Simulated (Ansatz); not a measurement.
C4H6O2 can be A, `C=C=C(O)CO`, or B, `CC1(C=O)CO1`.

Calculated with Ansatz (gas phase, PBE0-D4/def2-TZVP geometries, no zero-point term in ΔE). CCSD(T)/CBS adds triple-zeta CCSD(T) − MP2 to the extrapolated MP2 energy (def2 sets, frozen cores). Functionals use def2-TZVPP. One conformer a species, not always the lowest.

A:

```xyz
12

C    -0.479   -1.103   -2.059
C    -0.352   -0.594   -0.867
C    -0.206   -0.076    0.321
O    -1.181   -0.043    1.286
C     1.056    0.556    0.820
O     0.859    1.890    1.223
H    -0.228   -2.140   -2.266
H    -0.838   -0.510   -2.896
H    -2.001   -0.384    0.917
H     1.442   -0.053    1.651
H     1.801    0.560    0.025
H     0.126    1.897    1.846
```

B:

```xyz
12

C    -0.1458    0.9225   -1.0625
C    -0.0415    0.0534    0.1478
C    -1.2278   -0.7720    0.5152
O    -2.1733   -0.9488   -0.2007
C     1.2488   -0.4610    0.6321
O     0.6054    0.5960    1.3005
H    -0.3837    0.3173   -1.9386
H     0.7921    1.4514   -1.2321
H    -0.9470    1.6532   -0.9371
H    -1.1623   -1.2159    1.5318
H     1.2967   -1.4014    1.1774
H     2.1383   -0.1948    0.0662
```

(1) Which isomer does CCSD(T)/CBS put lower? Give the gap. (Estimate.)

(2) Give E(B) − E(A) in kJ/mol with PBE-D4, r2SCAN-D4, PBE0-D4, HF/def2-TZVPP, CCSD(T)/def2-TZVPP, ωB97M-V, MP2/def2-TZVPP. (Estimate.)

Largest T1 diagnostic: 0.013.

Answers

(1) The calculation gave: B, by 55.2 kJ/mol.

(2) Computed: PBE-D4 -60.1, r2SCAN-D4 -62.5, PBE0-D4 -64.2, HF/def2-TZVPP -59.4, CCSD(T)/def2-TZVPP -61.5, ωB97M-V -60.9, MP2/def2-TZVPP -70.7. None reverses the order clearly.

From PBE to PBE0 (25 % exact exchange), in def2-TZVPP and without D4, E(B) − E(A) moves by −4.5 kJ/mol.
